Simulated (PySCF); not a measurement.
**Dipole moment and polarisability of `[SiH3]Cl`**

Species: ClH3Si.
Numbering: `[SiH3:1][Cl:2]` (hydrogens: H3, H4, H5 on Si1)

Cartesian coordinates in Å at the GFN2-xTB level; atoms count from 1:
```xyz
5
ClH3Si angstrom
Si    -0.1267    0.0052   -0.0112
Cl     1.8787   -0.0685    0.1047
H     -0.5619   -0.9656   -1.0090
H     -0.5111    1.3567   -0.4031
H     -0.6704   -0.3250    1.3014
```

Level: wB97X-D/def2-SVPD (PySCF), static field, nuclei fixed, core orbitals frozen in the response. The polarisability tensor in these axes (au):

```
x   46.75 -0.34  0.54
y   -0.34 37.49 -0.02
z    0.54 -0.02 37.51
```

**Question.** What are the eigenvalues, a third of the trace, and Δα (Δα² = ½Σ(αi − αj)² over the three pairs)?

**Answer.** Principal values 37.48, 37.48 and 46.79 au; mean 40.58 au = 6.01 Å³ = 6.69 × 10⁻⁴⁰ C²·m²/J; Δα = 9.31 au (23 % of the mean).

**Question.** What is the dipole moment, and where does it point?

**Answer.** (-1.29, 0.05, -0.08) D, 1.29 D in size, pointing from the negative to the positive side. Measured along this direction, the outermost atoms are Cl2 at the negative end and H3, H4 and H5 at the positive end.

**Question.** Molar refractivity from α?

**Answer.** Lorentz–Lorenz: R = (4π/3)N_A α = 2.5225 cm³/(mol·Å³) × 6.01 Å³ = 15.2 cm³/mol, in the limit of long wavelengths.

**Question.** Rayleigh depolarisation ratio (linearly polarised light, static tensor)?

**Answer.** ρ = 3Δα²/(45ᾱ² + 4Δα²) = 260.2/(74112 + 346.9) = 0.00349.

**Question.** Find the Langevin capture rate constant for H3O+ (19.018 u) meeting this molecule (65.969 u), k = 2.342 × 10⁻⁹ cm³/s × √(α in Å³ / reduced mass in u).

**Answer.** The reduced mass is 14.76 u, so k = 1.49 × 10⁻⁹ cm³/s. The formula leaves out the permanent dipole, which adds to the capture rate.

Isolated species at its GFN2-xTB geometry, gas phase.
